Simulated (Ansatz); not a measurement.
How far each method lies from full CI for SiN, quartet

Geometry: a point of a stretch scan, not a stationary point.

```yaml
atoms:
  - { symbol: Si, position_ang: [0.0000, 0.0000, 0.0000] }
  - { symbol: N, position_ang: [0.0000, 0.0000, 2.2570] }
```

Basis 6-31G; Ansatz 0.2.0. Correlated methods freeze the noble-gas cores, which leaves 9 electrons in 16 orbitals. R marks a restricted (for open shells ROHF) determinant, U an unrestricted one. Active spaces: pair = (5e, 5o) about the gap; valence = (9e, 8o) chosen from the atoms' valence shells.

Full CI is exact within this basis and frozen core; it isn't the basis-set limit. The frozen core follows each run's orbitals, which can shift R against U totals by a few meV.

Unrestricted rows (U) aren't spin-pure: their determinants' ⟨S²⟩ exceeds S(S+1) by up to 0.35, so they mix in states of higher spin. For open shells CISD and CISDTQ are restricted-active-space CI with the open shells as a complete middle space.

```
UHF ⟨S²⟩                          : 4.100
T1 diagnostic (RCCSD)             : 0.0341
largest doubles amplitude (RCCSD) : 0.143
T1 diagnostic (UCCSD)             : 0.0634
```

| level | E − E(RHF) (eV) |
| --- | --- |
| UHF | -0.3641 |
| RMP2 | -2.3897 |
| UMP2 | -2.2114 |
| RCCSD | -3.1277 |
| UCCSD | -3.1378 |
| RCCSD(T) | -3.2021 |
| UCCSD(T) | -3.2015 |

Task: Estimate how far full CI in 6-31G lies from RCCSD(T). The table doesn't fix it; the size of (T) and the diagnostics are the guide.

Result: Full CI in 6-31G lies 3.9 kJ/mol below RCCSD(T), which is 54 % of the (T) step (-7.2 kJ/mol). T1 is raised, a doubles amplitude is large, and the rest is a large part of (T).

The other levels:

| level | E − E(full CI) (kJ/mol) | share of correlation (%) | wall time |
| --- | --- | --- | --- |
| CISD | 25.8 | 91.75 | 0.87 s |
| BCCD(T) | 4.2 | 98.65 | 1.7 s |
| RCCSDT | 1.1 | 99.66 | – |
| UCCSDT | 0.9 | 99.72 | – |
| CISDTQ | 0.7 | 99.79 | 9.5 s |
| RCCSDT(Q) | 0.1 | 99.95 | 4.4 s |
| UCCSDT(Q) | 0.0 | 100.00 | 4.7 s |
| RCCSDTQ | 0.0 | 99.99 | 33 s |
| UCCSDTQ | -0.1 | 100.02 | 33 s |
| CASSCF (pair space) | 209.9 | 32.91 | – |
| NEVPT2 (pair space) | 58.4 | 81.35 | 0.81 s |
| CASSCF (valence space) | 158.6 | 49.31 | – |
| NEVPT2 (valence space) | 41.1 | 86.86 | 1.6 s |
| MRCISD (valence space) | 7.0 | 97.76 | – |
| MRCISD+Q (valence space) | 2.2 | 99.29 | 2.4 s |

The correlation energy at full CI, counted from RHF, is -3.242 eV. That run took 28 s on 1 thread of Arm Neoverse V1, shared host over 1,121,120 determinants.

Times hold each run's SCF and search for its determinant on a shared host, so for small cases they say little of a method's own cost; they ran on 1 thread of Arm Neoverse V1.

The full-CI state has the irrep B2 of C2v, in the program's axes (one component, if the state is degenerate).

Natural occupations of full CI about the gap: 1.983 1.948 1.860 1.008 0.987 0.983 0.135 0.046 0.012 0.008; effectively unpaired electrons, Σ n²(2−n)², 3.15.
